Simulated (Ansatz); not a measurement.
# NH₄+ (triplet): wave-function methods side by side, def2-TZVPP

One table from this session's results is given with a row withheld; the runs are named, their logs left out.

Computed with Ansatz 0.2.0, Gaussian basis. Level: def2-TZVPP, core rule «outside noble gas», up to 1 orbitals frozen.

The runs, in order: UHF; ROHF; CCSD(T) on UHF.

2 further runs of the same task are left out: 2 set aside as unsound or not needed.

## What is computed

The geometry is a PBE0/def2-TZVP stationary point (not a proven minimum) of the parent state, kept for this charge and spin.

5 atoms, charge 1, spin multiplicity 3.

Atoms are counted from 1 here; the program's logs count them from 0.

Bond lengths: N1–H2 1.024 Å, N1–H3 1.024 Å, N1–H4 1.024 Å, N1–H5 1.024 Å. Angles: H2–N1–H3 109.5°, H2–N1–H4 109.5°, H2–N1–H5 109.5°, H3–N1–H4 109.5°, H3–N1–H5 109.5°, H4–N1–H5 109.5°.

The first run:

Input file in.yaml:

```yaml
crystal:
  periodic: [false, false, false]
  atoms:
    - {symbol: N, position_ang: [0.000000, 0.000000, 0.000000]}
    - {symbol: H, position_ang: [0.590343, 0.592302, 0.590214]}
    - {symbol: H, position_ang: [-0.592921, -0.588246, 0.591684]}
    - {symbol: H, position_ang: [-0.588983, 0.589598, -0.594267]}
    - {symbol: H, position_ang: [0.591561, -0.593654, -0.587631]}
basis:
  gaussian: {orbitals: def2-TZVPP}
total_charge: 1
magnetization: {spin_polarized: true, initial_magnetization: 2}
hamiltonian: {xc: hf}
output: {orbitals: {seedname: orbitals}}
```

Run with:

```console
$ ansatz run in.yaml --threads 1 --pin off --events-out ev --progress --plain --max-ram 4096MiB --backend cpu
```

Among the steps run: UHF; ROHF; CCSD(T) on UHF.

One of the session's tables, all rows but one given; the rest of the session is left out.

```
  method  from UCCSD(T) (meV)
    ROHF              +6203.3
     UHF                    ?
    UMP2               +747.5
   UCCSD               +181.2
UCCSD(T)                    0
```

Estimate the missing values for UHF.

The run gave: from UCCSD(T) (meV): +6091.3. In the column «from UCCSD(T) (meV)» it lies between UMP2 (+747.5) and ROHF (+6203.3).
